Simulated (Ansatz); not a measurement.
# Ge–NH$_{2}$, doublet: vertical spin and charge gaps

Geometry (PBE0/def2-TZVP stationary point for this spin, not checked as a minimum):

```json
{"atom": "Ge", "x (Å)": "0.0000", "y (Å)": "0.0000", "z (Å)": "0.3411"}
{"atom": "N", "x (Å)": "0.0000", "y (Å)": "0.0000", "z (Å)": "-1.4753"}
{"atom": "H", "x (Å)": "0.0000", "y (Å)": "0.8361", "z (Å)": "-2.0406"}
{"atom": "H", "x (Å)": "0.0000", "y (Å)": "-0.8361", "z (Å)": "-2.0406"}
```

Basis cc-pVDZ; Ansatz 0.2.0. Correlated methods freeze the noble-gas cores and the filled d shells of p-block atoms. Prefix R: restricted or restricted open-shell reference; prefix U: unrestricted. Active spaces: valence = (11e, 10o) chosen from the atoms' valence shells. No spin–orbit coupling is included, and no scalar relativity.

Gaps are energies of the second state less the first, at fixed atoms, for a selection of the levels run; each method lands on the state that its own search finds for that charge and spin.

Removing an electron, to the triplet: 9.985 eV at UCCSDT(Q).

```
                   level  gap (eV)  error (meV)
                     UHF     8.645        -1340
                    UMP2    10.126          141
                   UCCSD     9.878         -107
                UCCSD(T)     9.972          -13
                 BCCD(T)     9.974          -11
                  UCCSDT     9.972          -13
  CASSCF (valence space)     9.524         -461
  NEVPT2 (valence space)     9.691         -294
  MRCISD (valence space)     9.884         -101
MRCISD+Q (valence space)     9.944          -41
                    PBE0    10.220          235
                   B3LYP    10.288          303
                 wB97M-V    10.229          244
                  B2PLYP    10.158          173
```

Task: PBE gives 6.802 eV for removing an electron, to the singlet. Estimate what UCCSDT(Q) gives in cc-pVDZ.

Result: UCCSDT(Q) in cc-pVDZ gives 6.566 eV, so against it PBE is off by 0.236 eV.

| level | gap (eV) | error (meV) |
| --- | --- | --- |
| UHF | 6.487 | -79 |
| UMP2 | 6.549 | -17 |
| UCCSD | 6.585 | 19 |
| UCCSD(T) | 6.569 | 3 |
| BCCD(T) | 6.567 | 1 |
| UCCSDT | 6.570 | 4 |
| CASSCF (valence space) | 5.853 | -713 |
| NEVPT2 (valence space) | 6.329 | -237 |
| MRCISD (valence space) | 6.480 | -86 |
| MRCISD+Q (valence space) | 6.578 | 12 |
| r2SCAN | 7.010 | 444 |
| PBE0 | 6.912 | 346 |
| B3LYP | 6.861 | 295 |
| wB97M-V | 6.775 | 209 |
| B2PLYP | 6.700 | 134 |
| RPA-PBE | 6.704 | 138 |

In so small a basis the reference is far from its limit while semilocal and hybrid functionals are nearer theirs (RPA and double hybrids share much of the reference's basis error), so the functionals' errors here hold much of the reference's basis and frozen-core error, which can add to them or hide them.

Full CI isn't at hand for all of this; UCCSDT(Q) serves as the reference, and is uncertain by about the last step of the cluster series. The frozen core follows each run's orbitals, which can shift R against U totals by a few meV for light atoms and by up to 0.1 eV past Ca.
